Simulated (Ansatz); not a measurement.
# LiSiH3: single points off equilibrium

The atoms stand at a structure displaced at random from a GFN2-xTB minimum. How far do the functionals agree with CCSD(T) there?

Program: Ansatz 0.2.0, Gaussian basis. Level of theory: single points in def2-TZVPP. These are calculated values, not measurements.

Correlated methods freeze the cores. The outer core shell of Li, Na, Mg and K is correlated.

**1. Where the work starts**

5 atoms, charge 0, spin multiplicity 1.

Atoms are counted from 1 here; the program's logs count them from 0.

Bond lengths: Li1–Si2 2.396 Å, Si2–H3 1.411 Å, Si2–H4 1.486 Å, Si2–H5 1.565 Å. Angles: Li1–Si2–H3 117.0°, Li1–Si2–H4 116.5°, Li1–Si2–H5 114.6°, H3–Si2–H4 104.1°, H3–Si2–H5 104.4°, H4–Si2–H5 97.8°.

Coordinates:

```csv
atom,x (Å),y (Å),z (Å)
Li1,-2.1862,0.7202,0.4310
Si2,0.0498,0.0127,-0.0617
H3,0.4934,0.1681,-1.3921
H4,0.3883,-1.3957,0.2709
H5,1.1570,0.7058,0.8001
```

**2. CCSD(T)/def2-TZVPP**

Contents of run/in.yaml:

```yaml
crystal:
  periodic: [false, false, false]
  atoms:
    - {symbol: Li, position_ang: [-2.186200, 0.720200, 0.431000]}
    - {symbol: Si, position_ang: [0.049800, 0.012700, -0.061700]}
    - {symbol: H, position_ang: [0.493400, 0.168100, -1.392100]}
    - {symbol: H, position_ang: [0.388300, -1.395700, 0.270900]}
    - {symbol: H, position_ang: [1.157000, 0.705800, 0.800100]}
basis:
  gaussian: {orbitals: def2-TZVPP}
correlation: {method: ccsd_t}
output: {forces: true}
```

The command line of these runs was not kept.

**3. PBE0-D4/def2-TZVPP**

Edit run/in.yaml of step 2 so:

```diff
@@ -10,3 +10,3 @@
   gaussian: {orbitals: def2-TZVPP}
-correlation: {method: ccsd_t}
-output: {forces: true}
+hamiltonian: {xc: pbe0, dispersion: d4}
+output: {forces: true, orbitals: {seedname: orbitals}}
```

**4. wB97M-V/def2-TZVPP**

Edit run/in.yaml of step 3 so:

```diff
@@ -10,3 +10,3 @@
   gaussian: {orbitals: def2-TZVPP}
-hamiltonian: {xc: pbe0, dispersion: d4}
-output: {forces: true, orbitals: {seedname: orbitals}}
+hamiltonian: {xc: {name: wB97M-V}}
+output: {forces: true}
```

**5. r2SCAN-D4/def2-TZVPP**

Edit run/in.yaml of step 4 so:

```diff
@@ -10,3 +10,3 @@
   gaussian: {orbitals: def2-TZVPP}
-hamiltonian: {xc: {name: wB97M-V}}
+hamiltonian: {xc: r2scan, dispersion: d4}
 output: {forces: true}
```

**6. PBE-D4/def2-TZVPP**

Edit run/in.yaml of step 5 so:

```diff
@@ -10,3 +10,3 @@
   gaussian: {orbitals: def2-TZVPP}
-hamiltonian: {xc: r2scan, dispersion: d4}
+hamiltonian: {xc: pbe, dispersion: d4}
 output: {forces: true}
```

**7. CAM-B3LYP-D4/def2-TZVPP**

Edit run/in.yaml of step 6 so:

```diff
@@ -10,3 +10,3 @@
   gaussian: {orbitals: def2-TZVPP}
-hamiltonian: {xc: pbe, dispersion: d4}
+hamiltonian: {xc: {name: CAM-B3LYP}, dispersion: d4}
 output: {forces: true}
```

**8. LC-wPBE/def2-TZVPP**

Edit run/in.yaml of step 7 so:

```diff
@@ -10,3 +10,3 @@
   gaussian: {orbitals: def2-TZVPP}
-hamiltonian: {xc: {name: CAM-B3LYP}, dispersion: d4}
+hamiltonian: {xc: {name: LC-wPBE}}
 output: {forces: true}
```

(Steps that only read results are left out.)

What does the calculation give? Wanted: energy less free atoms, CCSD(T)/def2-TZVPP; RMS force component; RMS force error; HOMO and LUMO, PBE0-D4; T1 diagnostic.

As calculated:

| quantity | value |
| --- | --- |
| energy less free atoms, CCSD(T)/def2-TZVPP | -1127.8 kJ/mol |
| RMS force component | 0.764 to 0.800 eV/Å over the methods |
| RMS force error | PBE0-D4 0.042, wB97M-V 0.047, r2SCAN-D4 0.038, PBE-D4 0.120, CAM-B3LYP-D4 0.044, LC-wPBE 0.031 eV/Å |
| HOMO and LUMO, PBE0-D4 | -5.55 and -1.37 eV |
| T1 diagnostic | 0.012 |

Against CCSD(T) the functionals' energies less atoms differ by -35.1 to +2.4 kJ/mol, PBE-D4 by +2.0 kJ/mol. A larger basis would deepen the CCSD(T) value, while the functionals are nearly converged already, so the order here is not reliable. The forces of LC-wPBE come nearest to CCSD(T), those of PBE-D4 are farthest. Frozen-core CCSD(T) forces in triple zeta carry basis errors of their own, and this is one geometry, so small gaps rank nothing.
